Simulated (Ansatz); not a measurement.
**HNAl, quartet: the ladder up to full CI**

Geometry: a point of a stretch scan, not a stationary point.

```xyz
3

Al    0.0000   -0.0368    0.6878
N     0.0000    0.1159   -1.2150
H     0.0000   -0.6243   -1.5287
```

Basis 6-31G; Ansatz 0.2.0. Correlated methods freeze the noble-gas cores, which leaves 9 electrons in 18 orbitals. R marks a restricted (for open shells ROHF) determinant, U an unrestricted one. Active spaces: pair = (5e, 5o) about the gap; valence = (9e, 9o) chosen from the atoms' valence shells.

Full CI is exact within this basis and frozen core; it isn't the basis-set limit. The frozen core follows each run's orbitals, which can shift R against U totals by a few meV.

For open shells CISD is restricted-active-space CI with the open shells as a complete middle space.

- UHF ⟨S²⟩: 3.773
- T1 diagnostic (RCCSD): 0.0425
- largest doubles amplitude (RCCSD): 0.052
- T1 diagnostic (UCCSD): 0.0264

```json
{"level": "RHF", "E − E(full CI) (kJ/mol)": "298.2", "share of correlation (%)": "0.00", "wall time": "–"}
{"level": "UHF", "E − E(full CI) (kJ/mol)": "286.0", "share of correlation (%)": "4.11", "wall time": "–"}
{"level": "RMP2", "E − E(full CI) (kJ/mol)": "52.8", "share of correlation (%)": "82.30", "wall time": "–"}
{"level": "UMP2", "E − E(full CI) (kJ/mol)": "52.2", "share of correlation (%)": "82.51", "wall time": "–"}
{"level": "CISD", "E − E(full CI) (kJ/mol)": "19.4", "share of correlation (%)": "93.49", "wall time": "0.69 s"}
{"level": "RCCSD", "E − E(full CI) (kJ/mol)": "8.8", "share of correlation (%)": "97.06", "wall time": "–"}
{"level": "UCCSD", "E − E(full CI) (kJ/mol)": "7.9", "share of correlation (%)": "97.36", "wall time": "–"}
{"level": "RCCSD(T)", "E − E(full CI) (kJ/mol)": "2.2", "share of correlation (%)": "99.27", "wall time": "1.6 s"}
{"level": "UCCSD(T)", "E − E(full CI) (kJ/mol)": "2.1", "share of correlation (%)": "99.30", "wall time": "1.5 s"}
{"level": "BCCD(T)", "E − E(full CI) (kJ/mol)": "2.4", "share of correlation (%)": "99.18", "wall time": "1.4 s"}
{"level": "RCCSDT", "E − E(full CI) (kJ/mol)": "0.6", "share of correlation (%)": "99.79", "wall time": "–"}
{"level": "UCCSDT", "E − E(full CI) (kJ/mol)": "0.5", "share of correlation (%)": "99.82", "wall time": "–"}
{"level": "RCCSDT(Q)", "E − E(full CI) (kJ/mol)": "0.0", "share of correlation (%)": "99.99", "wall time": "3.2 s"}
{"level": "UCCSDT(Q)", "E − E(full CI) (kJ/mol)": "-0.2", "share of correlation (%)": "100.05", "wall time": "3 s"}
{"level": "RCCSDTQ", "E − E(full CI) (kJ/mol)": "0.0", "share of correlation (%)": "100.00", "wall time": "32 s"}
{"level": "CASSCF (valence space)", "E − E(full CI) (kJ/mol)": "136.6", "share of correlation (%)": "54.21", "wall time": "–"}
{"level": "NEVPT2 (valence space)", "E − E(full CI) (kJ/mol)": "37.6", "share of correlation (%)": "87.39", "wall time": "2 s"}
{"level": "MRCISD (valence space)", "E − E(full CI) (kJ/mol)": "7.9", "share of correlation (%)": "97.36", "wall time": "–"}
{"level": "MRCISD+Q (valence space)", "E − E(full CI) (kJ/mol)": "4.4", "share of correlation (%)": "98.54", "wall time": "3.1 s"}
{"level": "MRCISD+Q(relaxed) (valence space)", "E − E(full CI) (kJ/mol)": "-0.2", "share of correlation (%)": "100.07", "wall time": "4.2 s"}
```

The correlation energy at full CI, counted from RHF, is -3.091 eV. That run took 1.8 min on 1 thread of Arm Neoverse V2, shared host over 7,588,672 determinants.

Run but not shown, since their state or frozen core can't be matched to the reference's or they repeat it: CASSCF (pair space), NEVPT2 (pair space), MRCISD (pair space), MRCISD+Q (pair space).

Times hold each run's SCF and search for its determinant on a shared host, so for small cases they say little of a method's own cost; they ran on 1 thread of Arm Neoverse V2.

The full-CI state has the irrep A'' of Cs, in the program's axes.

Natural occupations of full CI about the gap: 1.984 1.973 1.938 1.001 0.995 0.990 0.035 0.029 0.017 0.014; effectively unpaired electrons, Σ n²(2−n)², 3.03.
